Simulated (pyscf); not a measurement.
## Four-centre exchange: HO–BH–OH + hydrogen fluoride (HF) → HO–BH–OH + hydrogen fluoride (HF)

Gas phase, singlet surface, charge 0. Bonds broken: B2–H8, H5–F7. Bonds formed: B2–H5, F7–H8. Structures and frequencies: ωB97X-D3(BJ)/def2-SVP in PySCF. MP2 and CC: frozen core, UHF for open shells. ΔMP2 is the change of the MP2 total energy from the triple- to the quadruple-zeta basis.

Transition state (Å):

```xyz
8

O      0.5251    -0.3633    -1.2929
B      0.2544     0.6383    -0.4274
O      0.4453     1.9149    -0.8264
H      0.3695    -1.2471    -0.9453
H      0.2154     0.3387     1.0271
H      0.2341     2.5787    -0.1624
F     -0.6480     0.0938     2.0375
H     -0.6551     0.3698     0.7148
```

One imaginary mode, 2566i cm⁻¹; descent along it reached the two sides named.

| bond | change | reactant side (Å) | saddle | product side |
|---|---|---|---|---|
| B2–H8 | breaks | 1.226 | 1.485 | 2.329 |
| H5–F7 | breaks | 0.927 | 1.351 | 2.589 |
| B2–H5 | forms | 2.334 | 1.486 | 1.226 |
| F7–H8 | forms | 2.591 | 1.351 | 0.927 |

Electronic energies relative to the separated reactants (eV):

```
level                             barrier  reaction energy  reverse barrier
--------------------------------  -------  ---------------  ---------------
ωB97X-D3(BJ)/def2-TZVP               3.02             0.00             3.02
PBE/def2-TZVP                        2.48             0.00             2.48
r²SCAN/def2-TZVP                     2.75             0.00             2.75
B3LYP-D3(BJ)/def2-TZVP               2.89             0.00             2.89
PBE0-D3(BJ)/def2-TZVP                2.84             0.00             2.84
M06-2X/def2-TZVP                     3.20             0.00             3.20
ωB97M-D3(BJ)/def2-TZVP               3.01             0.00             3.01
HF/def2-TZVP                         4.11             0.00             4.11
MP2/def2-QZVPP                       3.12             0.00             3.12
CCSD/def2-TZVPP                      3.39             0.00             3.39
CCSD(T)/def2-TZVPP                   3.22             0.00             3.22
CCSD(T)/def2-TZVPP + ΔMP2(QZVPP)     3.18             0.00             3.18
```

With CCSD(T)/def2-TZVPP + ΔMP2(QZVPP) energies and thermal terms (ideal gas, 1 atm, RRHO with modes under 100 cm⁻¹ raised to 100, one conformer, R ln 2 for chiral ones without a mode under 150 cm⁻¹), in eV:

| T (K) | ΔH‡ | ΔG‡ | ΔH | ΔG |
|---|---|---|---|---|
| 298 | 3.07 | 3.48 | 0.00 | 0.00 |
| 600 | 3.08 | 3.89 | 0.00 | 0.00 |
| 900 | 3.10 | 4.29 | 0.00 | 0.00 |
| 1200 | 3.12 | 4.68 | 0.00 | 0.00 |

The same reactants have a lower exit, to H₂O + HO–BH–F (barrier +0.74 eV at ωB97M-D3(BJ), against +3.01 eV here). Another saddle between the same species, by other bonds, lies lower (1.64 eV against 3.01 eV at ωB97M-D3(BJ)). The CCSD(T) − MP2 part came from Ansatz, without density fitting, on the same reference.
